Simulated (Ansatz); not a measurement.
Bulk modulus (GPa) of 28 elemental solids other than molecular ones, computed with r²SCAN (plane waves, PAW; Ansatz, a quantum-chemistry and plane-wave program) and with HSE06 (Ansatz, PAW). The set holds measured phases with no doubt noted on the run or the magnetic state but for the caveats below. 1 more of the class have both values but aren't in it, for one of these reasons: built or high-temperature cells, doubts on the run or the magnetic state, unlike cells, values of zero, layered or molecular crystals. Solids without a value at one level (not run, failed, or a magnetic order lost), or held back for tests, aren't counted.

All rows, in order of the shift (worked out from unrounded values):

| solid | r²SCAN | HSE06 | shift (%) |
|---|---|---|---|
| fcc Cu | 162 | 129 | -21 |
| fcc Ni | 218 | 180 | -17.4 |
| fcc Ag | 104 | 86.5 | -16.6 |
| fcc Al | 92.8 | 82.6 | -11.0 |
| fcc Pd | 185 | 175 | -5.3 |
| bcc Ba | 8.39 | 7.98 | -4.9 |
| fcc Au | 154 | 146 | -4.8 |
| fcc Pb | 43.7 | 42.2 | -3.6 |
| fcc Ca | 17.9 | 17.3 | -3.6 |
| bcc Fe | 170 | 166 | -2.5 |
| fcc Sr | 11.7 | 11.5 | -2.2 |
| bcc Na | 7.66 | 7.53 | -1.7 |
| bcc Ta | 201 | 198 | -1.4 |
| bcc K | 3.44 | 3.47 | +0.9 |
| diamond-structure Si | 96.9 | 98.3 | +1.5 |
| grey tin (α-Sn) | 42.9 | 43.7 | +1.7 |
| fcc Pt | 271 | 277 | +1.9 |
| diamond-structure Ge | 70.8 | 72.5 | +2.4 |
| bcc Li | 13.1 | 13.4 | +2.5 |
| bcc Rb | 2.64 | 2.70 | +2.5 |
| fcc Rh | 282 | 291 | +3.2 |
| bcc Nb | 173 | 180 | +3.6 |
| bcc Cs | 1.85 | 1.92 | +4.0 |
| diamond | 451 | 470 | +4.2 |
| bcc W | 320 | 335 | +4.7 |
| fcc Ir | 377 | 397 | +5.4 |
| bcc V | 194 | 207 | +6.9 |
| bcc Mo | 271 | 293 | +8.0 |

The shift from r²SCAN to HSE06 has a median of +1.2 %, and eight in ten lie between -12.6 % and +4.9 %; HSE06 is the larger in 15 of 28. Each level is at its own cell, so the shift holds the change of volume too.

Ansatz's runs of these crystals have no spin polarisation, but for bcc Fe, fcc Ni. Meta-GGA and hybrid levels favour moments, which can bear on fcc Pd, bcc Fe, bcc V, fcc Pt, fcc Rh, fcc Ni.

Density-functional runs with spin start from parallel moments for bcc Fe, parallel moments for fcc Ni.

Spin–orbit coupling is left out, also for the solids with elements from indium on (bcc Ta, fcc Pt, bcc Ba, grey tin (α-Sn), bcc W, fcc Ir, bcc Cs, fcc Pb, fcc Au); its size isn't shown.

Each level is taken at its own relaxed cell. Ansatz's density-functional and Hartree–Fock values are scalar-relativistic unless marked +SOC, with PAW data made under PBE.
